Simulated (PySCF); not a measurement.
Level of theory: PySCF, PBE0, basis S def2-TZVP, H def2-TZVP (no relativity, density fitting).

Each entry is the lowest minimum that a search over a few typed start shapes (and spin states, where more than one is plausible) found, or that minimum re-optimised at the stated level; isomers with ligand–ligand bonds, or fragments after loss of a ligand pair, can lie lower. Open shells are unrestricted.

SH₅ is a doublet of C4v symmetry with S–H 1.348 Å, S–H 1.473 Å (×4); H–S–H 88.9° (×4), H–S–H 90.0° (×4), H–S–H 177.9° (×2). Its wavenumbers are 1056, 1101, 1139 (×2), 1206, 1244 (×2), 1635 (×2), 1827, 1856, 2563 cm⁻¹.

Task: What changes when one electron is removed, giving SH₅⁺?

Result: It costs 6.72 eV between the minima (6.86 eV with zero-point energy). SH₅⁺ is a singlet of C4v symmetry with S–H 1.352 Å, S–H 1.403 Å (×4); H–S–H 88.9° (×4), H–S–H 98.1° (×4), H–S–H 163.9° (×2); wavenumbers 341, 1019 (×2), 1096, 1523 (×2), 1797, 2162, 2210 (×2), 2303, 2664 cm⁻¹.
